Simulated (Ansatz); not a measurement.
**singlet N₂: levels of theory in one basis**

```xyz
2

N     0.0000    0.0000    0.5650
N     0.0000    0.0000   -1.6950
```

Basis set: cc-pVTZ (spherical functions). Left uncorrelated: 2 orbitals. Charge 0, multiplicity 1.

Computed with Ansatz (development build ahead of 0.2.0); each method stands on the lowest determinant of its kind that the runs found.

```tsv
method	E − E(RHF) (eV)	<S²> of the determinant
RHF	0.00	0.00
UHF	-9.75	2.91
RHF-MP2	-8.98	–
UHF-MP2	-15.15	2.91
```

(1) Is a single determinant a sound starting point here?

Answers

(1) It is doubtful. Unrestricted orbitals lower Hartree–Fock by 9.75 eV and <S²> is 2.91 where a pure state has 0.00, a sign of strong static correlation.

Caution: the determinant breaks the point group. Caution for RHF, RHF-MP2: an unrestricted determinant lies well below. Caution for UHF, UHF-MP2: the unrestricted determinant is a mixture of spin states. Caution for RHF-MP2, UHF-MP2: bonds are stretched, where a single reference can fail.
